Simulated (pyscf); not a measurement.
Thermochemistry of product channels of CH₃⁺ + hydrogen chloride (HCl) on the singlet surface, in kJ/mol, from ωB97M-D3(BJ)/def2-TZVP energies (ideal gas, 1 atm, RRHO with modes under 100 cm⁻¹ raised to 100, one conformer, R ln 2 for rigid chiral ones). Structures and frequencies: ωB97X-D3(BJ)/def2-SVP in PySCF.

```csv
products,ΔE,ΔH(298 K),ΔG(298 K),ΔG(900 K)
H₃C–ClH⁺,…,-205.3,-170.3,-98.5
H₂C⁺–Cl + hydrogen (H₂),…,-46.9,-43.5,-38.7
```

Question: Complete the blanks.

Answer: 
- H₃C–ClH⁺, ΔE: -220.6
- H₂C⁺–Cl + hydrogen (H₂), ΔE: -39.5

These are energies of the channels, which say nothing of barriers.
